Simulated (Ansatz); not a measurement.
We consider hcp Re, described by PBE-D4 (Ansatz, a first-principles code, PAW).

Numerical settings: plane-wave cutoff 520 eV, 24×24×12 k mesh (along the axes of the cell as run), Fermi–Dirac smearing 0.05 eV, no spin polarisation, scalar-relativistic PAW data made under PBE.

Results at a series of volumes:

```
V (Å³/atom)  E − E_lowest (meV/atom)  P (GPa)
-----------  -----------------------  -------
14.083                         30.25    17.14
14.377                          7.29     8.10
14.670                          0.00     0.00
14.963                          6.78    -7.27
15.257                         26.17   -13.79
```

Task: What bulk modulus B0 and pressure derivative B′ does a third-order Birch–Murnaghan fit give?

Result: V0 = 14.670 Å³/atom, B0 = 384 GPa, B′ = 4.4 (fit to the energies at full precision).

Shape and atoms are relaxed at each volume.

Measured, for comparison: bulk modulus 369 GPa (zero-point energy and finite temperature contributions removed, our sources range from 369 to 381; as tabulated in doi:10.1021/acs.jctc.3c00612). Computed (rounded) less measured: bulk modulus +4 % (+0.8 % to +4 % over the range).

Note: the bulk modulus comes from volumes at which shape and atoms were relaxed.

Spin–orbit coupling is not included.

The computed numbers hold no vibrational or temperature effects.
